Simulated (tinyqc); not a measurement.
UHF in the sto-3g basis, for NH3, spin multiplicity 1, step by step (part 2 of 2). Computed by tinyqc, a small Python program that keeps every step (integrals from PySCF). Command: `OMP_NUM_THREADS=1 python tinyqc.py 22806 22807 out.jsonl` (the two numbers bound the seeds that draw the settings). One thread of a shared host (Intel(R) Xeon(R) Processor @ 2.60GHz), about 0.1 s of CPU time with the checks.

Geometry (angstrom):
```
atom,x,y,z
N,0.000000,0.000000,0.166000
H,1.121000,0.000000,0.000000
H,-0.560000,0.970000,0.000000
H,-0.560000,-0.970000,0.000000
```

## Iteration 1: diagonalisation and new density

F(alpha) (hartree), lower triangle:
```
,1N 1s,1N 2s,1N 2px,1N 2py,1N 2pz,2H 1s,3H 1s,4H 1s
1N 1s,-14.794108
1N 2s,-3.804991,-1.607925
1N 2px,0.000300,0.011523,-0.122884
1N 2py,0.000000,0.000000,0.000000,-0.119729
1N 2pz,0.008348,0.046544,0.057723,0.000000,-0.043807
2H 1s,-0.720425,-0.657725,-0.365588,0.000000,0.029700,-0.292300
3H 1s,-0.722590,-0.658666,0.185706,-0.322004,0.078562,-0.194879,-0.305064
4H 1s,-0.722590,-0.658666,0.185706,0.322004,0.078562,-0.194879,-0.198362,-0.305064
```

F(beta) (hartree), lower triangle:
```
,1N 1s,1N 2s,1N 2px,1N 2py,1N 2pz,2H 1s,3H 1s,4H 1s
1N 1s,-14.794116
1N 2s,-3.804983,-1.607957
1N 2px,0.000118,-0.006736,-0.121634
1N 2py,0.000000,0.000000,0.000000,-0.120981
1N 2pz,0.008361,0.046240,-0.058117,0.000000,-0.043766
2H 1s,-0.721015,-0.654406,-0.366674,0.000000,0.094364,-0.299207
3H 1s,-0.722295,-0.660307,0.184570,-0.322032,0.046347,-0.195608,-0.301617
4H 1s,-0.722295,-0.660307,0.184570,0.322032,0.046347,-0.195608,-0.196913,-0.301617
```

X, lower triangle:
```
,1N 1s,1N 2s,1N 2px,1N 2py,1N 2pz,2H 1s,3H 1s,4H 1s
1N 1s,1.024635
1N 2s,-0.147786,1.282593
1N 2px,0.000016,-0.000243,1.120476
1N 2py,0.000000,0.000000,0.000000,1.120698
1N 2pz,0.003478,-0.035024,0.000038,0.000000,1.004700
2H 1s,0.021072,-0.256831,-0.262580,0.000000,0.034575,1.172352
3H 1s,0.021094,-0.257375,0.131470,-0.227766,0.034666,-0.036104,1.172868
4H 1s,0.021094,-0.257375,0.131470,0.227766,0.034666,-0.036104,-0.036159,1.172868
```

Diagonalise F' = X^T F X, C = X C', fill 5 alpha and 5 beta electrons from the bottom; D(s) = C_occ C_occ^T. Each column has its largest component positive (the first on a tie).

F' = X^T F X (alpha) (hartree), lower triangle:
```
,1,2,3,4,5,6,7,8
1,-14.496924
2,-2.078494,-0.525629
3,-0.001363,0.012775,0.159624
4,0.000000,0.000000,0.000000,0.167328
5,0.016003,-0.019023,0.077562,0.000000,-0.033872
6,-0.077843,-0.411473,-0.466569,0.000000,0.004187,0.122051
7,-0.079585,-0.405069,0.233840,-0.409765,0.085682,-0.069299,0.113208
8,-0.079585,-0.405069,0.233840,0.409765,0.085682,-0.069299,-0.073085,0.113208
```

orbital energies (alpha) (hartree): MO1 -14.803407, MO2 -0.811009, MO3 -0.402762, MO4 -0.398818, MO5 -0.056893, MO6 0.576873, MO7 0.756384, MO8 0.758626

coefficients C (alpha):
```
,MO1,MO2,MO3,MO4,MO5,MO6,MO7,MO8
1N 1s,0.992882,-0.208657,0.000000,-0.002441,-0.039240,-0.205341,0.000000,-0.000785
1N 2s,0.032402,0.681818,0.000000,0.007529,0.180972,1.169539,0.000000,-0.001600
1N 2px,-0.000033,-0.009557,0.000000,0.579186,-0.112758,0.019963,0.000000,1.005149
1N 2py,0.000000,0.000000,0.573014,0.000000,0.000000,0.000000,1.015566,0.000000
1N 2pz,-0.001667,-0.051973,0.000000,-0.027766,0.974285,-0.211845,0.000000,0.129135
2H 1s,-0.006214,0.212550,0.000000,0.502844,0.080330,-0.667463,0.000000,-0.873807
3H 1s,-0.006197,0.223696,0.437181,-0.245606,-0.109332,-0.639332,-0.769171,0.448810
4H 1s,-0.006197,0.223696,-0.437181,-0.245606,-0.109332,-0.639332,0.769171,0.448810
```

F' = X^T F X (beta) (hartree), lower triangle:
```
,1,2,3,4,5,6,7,8
1,-14.496935
2,-2.078478,-0.525668
3,0.001333,-0.009583,0.160955
4,0.000000,0.000000,0.000000,0.165992
5,0.016063,-0.019414,-0.077668,0.000000,-0.033814
6,-0.079644,-0.401517,-0.466203,0.000000,0.112700,0.116364
7,-0.078688,-0.410032,0.233729,-0.410037,0.031639,-0.069306,0.116043
8,-0.078688,-0.410032,0.233729,0.410037,0.031639,-0.069306,-0.073072,0.116043
```

orbital energies (beta) (hartree): MO1 -14.803414, MO2 -0.810903, MO3 -0.402441, MO4 -0.399240, MO5 -0.056837, MO6 0.576691, MO7 0.757549, MO8 0.757577

coefficients C (beta):
```
,MO1,MO2,MO3,MO4,MO5,MO6,MO7,MO8
1N 1s,0.992883,-0.208685,0.000000,-0.001501,-0.039020,-0.205331,0.000000,-0.003706
1N 2s,0.032400,0.681915,0.000000,0.007223,0.180002,1.169323,0.000000,0.027035
1N 2px,-0.000013,0.001429,0.000000,0.577423,0.112206,-0.045622,0.000000,1.005432
1N 2py,0.000000,0.000000,0.574828,0.000000,0.000000,0.000000,1.014540,0.000000
1N 2pz,-0.001667,-0.051805,0.000000,0.026489,0.974470,-0.208637,0.000000,-0.133230
2H 1s,-0.006180,0.218163,0.000000,0.498608,-0.172041,-0.609725,0.000000,-0.903305
3H 1s,-0.006214,0.220934,0.435806,-0.252345,0.016898,-0.667660,-0.769951,0.417069
4H 1s,-0.006214,0.220934,-0.435806,-0.252345,0.016898,-0.667660,0.769951,0.417069
```

D(alpha) after iteration 1, lower triangle:
```
,1N 1s,1N 2s,1N 2px,1N 2py,1N 2pz,2H 1s,3H 1s,4H 1s
1N 1s,1.030899
1N 2s,-0.117215,0.498733
1N 2px,0.004973,-0.022563,0.348262
1N 2py,0.000000,0.000000,0.000000,0.328346
1N 2pz,-0.028974,0.140619,-0.125444,0.000000,0.952706
2H 1s,-0.054899,0.163042,0.280151,0.000000,0.053266,0.304521
3H 1s,-0.047939,0.130684,-0.132061,0.250511,-0.111317,-0.084699,0.313481
4H 1s,-0.047939,0.130684,-0.132061,-0.250511,-0.111317,-0.084699,-0.068773,0.313481
```

D(beta) after iteration 1, lower triangle:
```
,1N 1s,1N 2s,1N 2px,1N 2py,1N 2pz,2H 1s,3H 1s,4H 1s
1N 1s,1.030890
1N 2s,-0.117170,0.498511
1N 2px,-0.005557,0.025342,0.346009
1N 2py,0.000000,0.000000,0.000000,0.330427
1N 2pz,-0.028908,0.140218,0.124562,0.000000,0.952981
2H 1s,-0.045699,0.121202,0.268915,0.000000,-0.165733,0.325841
3H 1s,-0.052555,0.151676,-0.143498,0.250514,-0.001653,-0.080490,0.302741
4H 1s,-0.052555,0.151676,-0.143498,-0.250514,-0.001653,-0.080490,-0.077113,0.302741
```

## Iteration 2: building the Fock matrix

core Hamiltonian H = T + V (hartree), lower triangle:
```
,1N 1s,1N 2s,1N 2px,1N 2py,1N 2pz,2H 1s,3H 1s,4H 1s
1N 1s,-25.596888
1N 2s,-5.890810,-7.643152
1N 2px,0.000020,0.000201,-6.342557
1N 2py,0.000000,0.000000,0.000000,-6.342752
1N 2pz,0.005561,0.066736,-0.000040,0.000000,-6.199022
2H 1s,-1.108331,-2.707251,-2.131649,0.000000,0.331074,-4.220962
3H 1s,-1.110798,-2.711364,1.067031,-1.848192,0.331724,-0.748722,-4.223528
4H 1s,-1.110798,-2.711364,1.067031,1.848192,0.331724,-0.748722,-0.749817,-4.223528
```

nuclear repulsion = 10.62983709 hartree

Given earlier and not repeated: Two-electron integrals (ij|kl) in chemists' order.

J_ij = sum D_kl (ij|kl) with D = D(alpha) + D(beta), K_ij = sum D_kl (ik|jl) for each spin; F = H + J - K(s); E = tr D H + tr D J / 2 - 0.5 sum_s tr D(s) K(s) + E_nn.

Coulomb J (hartree), lower triangle:
```
,1N 1s,1N 2s,1N 2px,1N 2py,1N 2pz,2H 1s,3H 1s,4H 1s
1N 1s,14.482039
1N 2s,2.694070,6.812105
1N 2px,0.000037,0.000232,6.809696
1N 2py,0.000000,0.000000,0.000000,6.808057
1N 2pz,0.004826,-0.003124,-0.000056,0.000000,6.797793
2H 1s,0.505107,2.426528,2.086729,0.000000,-0.311540,4.407219
3H 1s,0.506229,2.429668,-1.044147,1.808488,-0.312066,0.665033,4.406870
4H 1s,0.506229,2.429668,-1.044147,-1.808488,-0.312066,0.665033,0.665925,4.406870
```

exchange K(alpha) (hartree), lower triangle:
```
,1N 1s,1N 2s,1N 2px,1N 2py,1N 2pz,2H 1s,3H 1s,4H 1s
1N 1s,4.224006
1N 2s,0.707759,1.015137
1N 2px,-0.000259,-0.009723,0.729955
1N 2py,0.000000,0.000000,0.000000,0.722800
1N 2pz,-0.000797,0.033533,-0.055675,0.000000,0.917635
2H 1s,0.137266,0.447737,0.382883,0.000000,-0.044670,0.588113
3H 1s,0.137728,0.447603,-0.191919,0.332929,-0.063219,0.113806,0.595135
4H 1s,0.137728,0.447603,-0.191919,-0.332929,-0.063219,0.113806,0.115083,0.595135
```

exchange K(beta) (hartree), lower triangle:
```
,1N 1s,1N 2s,1N 2px,1N 2py,1N 2pz,2H 1s,3H 1s,4H 1s
1N 1s,4.224000
1N 2s,0.707764,1.015108
1N 2px,0.000148,0.010219,0.727798
1N 2py,0.000000,0.000000,0.000000,0.724895
1N 2pz,-0.000795,0.033387,0.055365,0.000000,0.917773
2H 1s,0.137425,0.446783,0.383685,0.000000,-0.069340,0.597702
3H 1s,0.137651,0.448083,-0.191612,0.332649,-0.050956,0.114286,0.590342
4H 1s,0.137651,0.448083,-0.191612,-0.332649,-0.050956,0.114286,0.114142,0.590342
```

F(alpha) (hartree), lower triangle:
```
,1N 1s,1N 2s,1N 2px,1N 2py,1N 2pz,2H 1s,3H 1s,4H 1s
1N 1s,-15.338855
1N 2s,-3.904498,-1.846184
1N 2px,0.000316,0.010156,-0.262815
1N 2py,0.000000,0.000000,0.000000,-0.257495
1N 2pz,0.011184,0.030080,0.055579,0.000000,-0.318864
2H 1s,-0.740491,-0.728460,-0.427804,0.000000,0.064205,-0.401856
3H 1s,-0.742297,-0.729299,0.214804,-0.372634,0.082877,-0.197494,-0.411793
4H 1s,-0.742297,-0.729299,0.214804,0.372634,0.082877,-0.197494,-0.198975,-0.411793
```

F(beta) (hartree), lower triangle:
```
,1N 1s,1N 2s,1N 2px,1N 2py,1N 2pz,2H 1s,3H 1s,4H 1s
1N 1s,-15.338849
1N 2s,-3.904504,-1.846155
1N 2px,-0.000090,-0.009786,-0.260659
1N 2py,0.000000,0.000000,0.000000,-0.259590
1N 2pz,0.011182,0.030226,-0.055461,0.000000,-0.319002
2H 1s,-0.740649,-0.727506,-0.428606,0.000000,0.088875,-0.411445
3H 1s,-0.742220,-0.729778,0.214497,-0.372353,0.070613,-0.197974,-0.407000
4H 1s,-0.742220,-0.729778,0.214497,0.372353,0.070613,-0.197974,-0.198035,-0.407000
```

total energy of this density = -55.37493684 hartree

## Iteration 2: diagonalisation and new density

As before.

F' = X^T F X (alpha) (hartree), lower triangle:
```
,1,2,3,4,5,6,7,8
1,-15.045267
2,-2.080203,-0.776595
3,-0.001126,0.012067,0.026796
4,0.000000,0.000000,0.000000,0.034984
5,0.020657,-0.040153,0.067118,0.000000,-0.307520
6,-0.084540,-0.417633,-0.481846,0.000000,0.038021,0.028160
7,-0.085788,-0.411473,0.239725,-0.419232,0.082153,-0.052449,0.018430
8,-0.085788,-0.411473,0.239725,0.419232,0.082153,-0.052449,-0.054224,0.018430
```

orbital energies (alpha) (hartree): MO1 -15.346395, MO2 -0.998300, MO3 -0.540509, MO4 -0.539364, MO5 -0.327084, MO6 0.455013, MO7 0.647002, MO8 0.647055

coefficients C (alpha):
```
,MO1,MO2,MO3,MO4,MO5,MO6,MO7,MO8
1N 1s,0.993689,-0.220271,0.001411,0.000000,-0.036495,-0.189169,0.000000,-0.002946
1N 2s,0.028787,0.759902,-0.009268,0.000000,0.179319,1.120651,0.000000,0.013380
1N 2px,-0.000044,-0.007660,0.589546,0.000000,-0.010659,-0.000965,0.000000,1.005607
1N 2py,0.000000,0.000000,0.000000,0.580816,0.000000,0.000000,1.011124,0.000000
1N 2pz,-0.001670,-0.044113,-0.109964,0.000000,0.972052,-0.223174,0.000000,0.074346
2H 1s,-0.005367,0.173405,0.490424,0.000000,0.063749,-0.662760,0.000000,-0.894225
3H 1s,-0.005389,0.178095,-0.235509,0.431247,-0.119471,-0.659985,-0.772513,0.442115
4H 1s,-0.005389,0.178095,-0.235509,-0.431247,-0.119471,-0.659985,0.772513,0.442115
```

F' = X^T F X (beta) (hartree), lower triangle:
```
,1,2,3,4,5,6,7,8
1,-15.045258
2,-2.080216,-0.776541
3,0.001416,-0.012979,0.029399
4,0.000000,0.000000,0.000000,0.032466
5,0.020633,-0.039960,-0.066749,0.000000,-0.307673
6,-0.085624,-0.408316,-0.479612,0.000000,0.096568,0.016499
7,-0.085245,-0.416145,0.241805,-0.419349,0.052869,-0.052828,0.024274
8,-0.085245,-0.416145,0.241805,0.419349,0.052869,-0.052828,-0.053484,0.024274
```

orbital energies (beta) (hartree): MO1 -15.346390, MO2 -0.998280, MO3 -0.541455, MO4 -0.538369, MO5 -0.327173, MO6 0.454996, MO7 0.645515, MO8 0.648593

coefficients C (beta):
```
,MO1,MO2,MO3,MO4,MO5,MO6,MO7,MO8
1N 1s,0.993689,-0.220270,-0.002295,0.000000,-0.036387,-0.189173,0.003526,0.000000
1N 2s,0.028787,0.759893,0.013420,0.000000,0.178657,1.120670,-0.017119,0.000000
1N 2px,0.000018,0.006788,0.586294,0.000000,0.011468,0.001203,1.007504,0.000000
1N 2py,0.000000,0.000000,0.000000,0.584053,0.000000,0.000000,0.000000,1.009258
1N 2pz,-0.001671,-0.044340,0.108574,0.000000,0.972274,-0.223105,-0.073559,0.000000
2H 1s,-0.005384,0.177576,0.480098,0.000000,-0.179901,-0.660690,-0.884666,0.000000
3H 1s,-0.005380,0.176024,-0.250378,0.428769,0.002705,-0.661029,0.449290,-0.773891
4H 1s,-0.005380,0.176024,-0.250378,-0.428769,0.002705,-0.661029,0.449290,0.773891
```

D(alpha) after iteration 2, lower triangle:
```
,1N 1s,1N 2s,1N 2px,1N 2py,1N 2pz,2H 1s,3H 1s,4H 1s
1N 1s,1.037271
1N 2s,-0.145337,0.610520
1N 2px,0.002865,-0.013197,0.347737
1N 2py,0.000000,0.000000,0.000000,0.337347
1N 2pz,-0.027574,0.141757,-0.074852,0.000000,0.958927
2H 1s,-0.045163,0.138503,0.287120,0.000000,0.000398,0.274678
3H 1s,-0.040556,0.115939,-0.138934,0.250475,-0.098082,-0.092204,0.287458
4H 1s,-0.040556,0.115939,-0.138934,-0.250475,-0.098082,-0.092204,-0.084489,0.287458
```

D(beta) after iteration 2, lower triangle:
```
,1N 1s,1N 2s,1N 2px,1N 2py,1N 2pz,2H 1s,3H 1s,4H 1s
1N 1s,1.037266
1N 2s,-0.145308,0.610364
1N 2px,-0.003240,0.015076,0.343918
1N 2py,0.000000,0.000000,0.000000,0.341118
1N 2pz,-0.027521,0.141419,0.074506,0.000000,0.959074
2H 1s,-0.039021,0.109086,0.280621,0.000000,-0.130652,0.294421
3H 1s,-0.043643,0.130728,-0.145569,0.250424,-0.032350,-0.089406,0.277553
4H 1s,-0.043643,0.130728,-0.145569,-0.250424,-0.032350,-0.089406,-0.090133,0.277553
```

## Iteration 25 (converged): orbitals

converged F(alpha) (hartree), lower triangle:
```
,1N 1s,1N 2s,1N 2px,1N 2py,1N 2pz,2H 1s,3H 1s,4H 1s
1N 1s,-15.259596
1N 2s,-3.884315,-1.840848
1N 2px,0.000011,0.000230,-0.222600
1N 2py,0.000000,0.000000,0.000000,-0.222941
1N 2pz,0.011863,0.032850,-0.000059,0.000000,-0.290504
2H 1s,-0.737157,-0.718016,-0.420761,0.000000,0.081158,-0.391659
3H 1s,-0.738785,-0.719050,0.210526,-0.364634,0.081266,-0.189098,-0.392465
4H 1s,-0.738785,-0.719050,0.210526,0.364634,0.081266,-0.189098,-0.189406,-0.392465
```

converged F(beta) (hartree), lower triangle:
```
,1N 1s,1N 2s,1N 2px,1N 2py,1N 2pz,2H 1s,3H 1s,4H 1s
1N 1s,-15.259596
1N 2s,-3.884315,-1.840848
1N 2px,0.000011,0.000235,-0.222596
1N 2py,0.000000,0.000000,0.000000,-0.222945
1N 2pz,0.011863,0.032850,-0.000063,0.000000,-0.290504
2H 1s,-0.737157,-0.718016,-0.420762,0.000000,0.081159,-0.391668
3H 1s,-0.738785,-0.719050,0.210525,-0.364634,0.081266,-0.189099,-0.392461
4H 1s,-0.738785,-0.719050,0.210525,0.364634,0.081266,-0.189099,-0.189405,-0.392461
```

As before.

F' = X^T F X (alpha) (hartree), lower triangle:
```
,1,2,3,4,5,6,7,8
1,-14.967746
2,-2.067575,-0.786599
3,0.000008,-0.000129,0.071164
4,0.000000,0.000000,0.000000,0.071227
5,0.021171,-0.040624,0.000013,0.000000,-0.278082
6,-0.085661,-0.407564,-0.483429,0.000000,0.073371,0.034560
7,-0.086112,-0.408231,0.241890,-0.419071,0.073493,-0.046791,0.034801
8,-0.086112,-0.408231,0.241890,0.419071,0.073493,-0.046791,-0.046891,0.034801
```

orbital energies (alpha) (hartree): MO1 -15.267094, MO2 -0.988046, MO3 -0.516219, MO4 -0.515962, MO5 -0.297987, MO6 0.461771, MO7 0.668524, MO8 0.669138

coefficients C (alpha):
```
,MO1,MO2,MO3,MO4,MO5,MO6,MO7,MO8
1N 1s,0.993688,-0.222870,0.000000,-0.000094,-0.040385,-0.185327,0.000414,0.000000
1N 2s,0.028778,0.775270,0.000000,0.000506,0.201426,1.106393,-0.002855,0.000000
1N 2px,-0.000006,-0.000240,0.000000,0.569191,-0.000098,0.001807,1.017351,0.000000
1N 2py,0.000000,0.000000,0.569186,0.000000,0.000000,0.000000,0.000000,1.017717
1N 2pz,-0.001713,-0.049953,0.000000,0.000113,0.976857,-0.239819,0.000570,0.000000
2H 1s,-0.005355,0.167086,0.000000,0.508346,-0.070161,-0.663612,-0.884251,0.000000
3H 1s,-0.005364,0.167416,0.440075,-0.253973,-0.070055,-0.661510,0.444375,-0.767519
4H 1s,-0.005364,0.167416,-0.440075,-0.253973,-0.070055,-0.661510,0.444375,0.767519
```

F' = X^T F X (beta) (hartree), lower triangle:
```
,1,2,3,4,5,6,7,8
1,-14.967746
2,-2.067575,-0.786599
3,0.000007,-0.000123,0.071169
4,0.000000,0.000000,0.000000,0.071223
5,0.021171,-0.040624,0.000008,0.000000,-0.278082
6,-0.085661,-0.407563,-0.483430,0.000000,0.073372,0.034548
7,-0.086112,-0.408231,0.241889,-0.419071,0.073492,-0.046791,0.034806
8,-0.086112,-0.408231,0.241889,0.419071,0.073492,-0.046791,-0.046891,0.034806
```

orbital energies (beta) (hartree): MO1 -15.267094, MO2 -0.988046, MO3 -0.516218, MO4 -0.515963, MO5 -0.297987, MO6 0.461771, MO7 0.668524, MO8 0.669139

coefficients C (beta):
```
,MO1,MO2,MO3,MO4,MO5,MO6,MO7,MO8
1N 1s,0.993688,-0.222870,0.000000,-0.000092,-0.040385,-0.185327,0.000415,0.000000
1N 2s,0.028778,0.775270,0.000000,0.000497,0.201426,1.106393,-0.002858,0.000000
1N 2px,-0.000006,-0.000244,0.000000,0.569187,-0.000096,0.001816,1.017353,0.000000
1N 2py,0.000000,0.000000,0.569190,0.000000,0.000000,0.000000,0.000000,1.017714
1N 2pz,-0.001713,-0.049953,0.000000,0.000120,0.976856,-0.239819,0.000566,0.000000
2H 1s,-0.005355,0.167089,0.000000,0.508356,-0.070167,-0.663611,-0.884245,0.000000
3H 1s,-0.005364,0.167415,0.440072,-0.253969,-0.070052,-0.661510,0.444377,-0.767521
4H 1s,-0.005364,0.167415,-0.440072,-0.253969,-0.070052,-0.661510,0.444377,0.767521
```

D(alpha) after iteration 25, lower triangle:
```
,1N 1s,1N 2s,1N 2px,1N 2py,1N 2pz,2H 1s,3H 1s,4H 1s
1N 1s,1.038718
1N 2s,-0.152323,0.642445
1N 2px,-0.000002,0.000082,0.323979
1N 2py,0.000000,0.000000,0.000000,0.323972
1N 2pz,-0.030020,0.157988,-0.000020,0.000000,0.956747
2H 1s,-0.039774,0.115508,0.289313,0.000000,-0.076817,0.291285
3H 1s,-0.039790,0.115399,-0.144592,0.250484,-0.076816,-0.096189,0.291133
4H 1s,-0.039790,0.115399,-0.144592,-0.250484,-0.076816,-0.096189,-0.096199,0.291133
```

D(beta) after iteration 25, lower triangle:
```
,1N 1s,1N 2s,1N 2px,1N 2py,1N 2pz,2H 1s,3H 1s,4H 1s
1N 1s,1.038718
1N 2s,-0.152323,0.642445
1N 2px,-0.000001,0.000075,0.323974
1N 2py,0.000000,0.000000,0.000000,0.323977
1N 2pz,-0.030020,0.157988,-0.000014,0.000000,0.956747
2H 1s,-0.039773,0.115504,0.289316,0.000000,-0.076820,0.291296
3H 1s,-0.039790,0.115401,-0.144590,0.250484,-0.076815,-0.096189,0.291127
4H 1s,-0.039790,0.115401,-0.144590,-0.250484,-0.076815,-0.096189,-0.096199,0.291127
```

## Convergence

Stop when the energy changes by less than 1e-10 hartree and every element of the error matrix X^T (F D S - S D F) X (for each spin) is below 3e-06.

Course of the cycle:
```
iteration,E (hartree),change,largest element of the error matrix
1,-55.08915176,-,2.11e-01
2,-55.37493684,-2.86e-01,5.67e-02
3,-55.39684540,-2.19e-02,2.02e-02
4,-55.40078041,-3.94e-03,1.20e-02
5,-55.40189747,-1.12e-03,7.25e-03
6,-55.40228398,-3.87e-04,4.40e-03
7,-55.40242549,-1.42e-04,2.68e-03
8,-55.40247863,-5.31e-05,1.63e-03
9,-55.40249891,-2.03e-05,9.97e-04
10,-55.40250678,-7.87e-06,6.10e-04
11,-55.40250988,-3.10e-06,3.74e-04
12,-55.40251113,-1.25e-06,2.30e-04
13,-55.40251164,-5.13e-07,1.41e-04
14,-55.40251186,-2.16e-07,8.73e-05
15,-55.40251195,-9.29e-08,5.48e-05
16,-55.40251199,-4.09e-08,3.74e-05
17,-55.40251201,-1.84e-08,2.69e-05
18,-55.40251202,-8.44e-09,1.93e-05
19,-55.40251202,-3.93e-09,1.38e-05
20,-55.40251203,-1.86e-09,9.84e-06
21,-55.40251203,-8.90e-10,7.01e-06
22,-55.40251203,-4.29e-10,4.98e-06
23,-55.40251203,-2.09e-10,3.54e-06
24,-55.40251203,-1.02e-10,2.51e-06
25,-55.40251203,-5.00e-11,1.78e-06
```

PySCF UHF in the same basis, after a stability check = -55.40251203 hartree

Converged in 25 iterations.

## Populations, bond orders and dipole

overlap S, lower triangle:
```
,1N 1s,1N 2s,1N 2px,1N 2py,1N 2pz,2H 1s,3H 1s,4H 1s
1N 1s,1.000000
1N 2s,0.235038,1.000000
1N 2px,0.000000,0.000000,1.000000
1N 2py,0.000000,0.000000,0.000000,1.000000
1N 2pz,0.000000,0.000000,0.000000,0.000000,1.000000
2H 1s,0.043863,0.422256,0.391034,0.000000,-0.057905,1.000000
3H 1s,0.043961,0.422799,-0.195684,0.338953,-0.058006,0.131281,1.000000
4H 1s,0.043961,0.422799,-0.195684,-0.338953,-0.058006,0.131281,0.131448,1.000000
```

Mulliken: Z minus the diagonal of D S on the atom; Loewdin: the same with S^(1/2) D S^(1/2); Mayer order: 2 sum_s sum (D(s) S)_ij (D(s) S)_ji over the two atoms.

Charges (e):
```
atom,Mulliken,Loewdin,Mulliken spin
1N,-0.416508,-0.294026,3.28e-07
2H,0.138714,0.097963,-0.000011
3H,0.138897,0.098032,0.000005
4H,0.138897,0.098032,0.000005
```

Mayer bond orders:
```
pair,order
2-1,0.934932
3-1,0.934891
3-2,0.022913
4-1,0.934891
4-2,0.022913
4-3,0.022903
```

dipole moment about the origin, x y z (debye): 0.000028  0.000000  -0.861651

<S^2> of the determinant (pure state: 0) = 1.51e-10
